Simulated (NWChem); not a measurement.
System: Cl anion

Input file for NWChem:

```
start job
memory heap 200 mb stack 900 mb global 1100 mb
charge -1
geometry units angstroms noautosym nocenter noautoz
  Cl     0.000000     0.000000     0.000000
end
basis spherical
  * library def2-svpd
end
dft
  xc xpbe96 cpbe96
  iterations 150
end
cosmo
  dielec 20.7
end
task dft energy
```

Level: PBE/def2-SVPD with COSMO at NWChem's default radii, gas-phase geometry; the question gives the dielectric constant. Reactions with the solvent are ignored.

Task: Give the results of this calculation. (PBE/def2-SVPD, COSMO on the gas-phase geometry.) Quantities: electrostatic solvation energy (kcal/mol).

Result: 
```yaml
electrostatic solvation energy (kcal/mol): -68.5
```
